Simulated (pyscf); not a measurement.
HO–AsH–OH + H₂O → HO–As(OH)–OH + H₂ (four-centre exchange; singlet surface; As–H, H–O broken, As–O, H–H formed). Single points on ωB97X-D3(BJ)/def2-SVP structures (PySCF, gas phase). Energies in kcal/mol from the separated reactants.

| level | barrier | reaction energy |
|---|---|---|
| ωB97X-D3(BJ)/def2-TZVP | 42.4 | -7.7 |
| PBE/def2-TZVP | 34.4 | -7.0 |
| r²SCAN/def2-TZVP | 37.1 | -8.5 |
| PBE0-D3(BJ)/def2-TZVP | [?] | -6.0 |
| ωB97M-D3(BJ)/def2-TZVP | 41.6 | -7.0 |
| HF/def2-TZVP | [?] | [?] |

**Question.** Fill in the missing entries.

**Answer.** 
- PBE0-D3(BJ)/def2-TZVP, barrier: 39.1
- HF/def2-TZVP, barrier: 62.2
- HF/def2-TZVP, reaction energy: -3.5

The functionals in the table span 8.0 kcal/mol in this barrier, from PBE to ωB97X-D3(BJ). At the saddle there is also a short As–H contact that neither side keeps. One saddle was located; it need not be the lowest between these sides. Elements up to Kr have no core potential and no relativistic terms here.
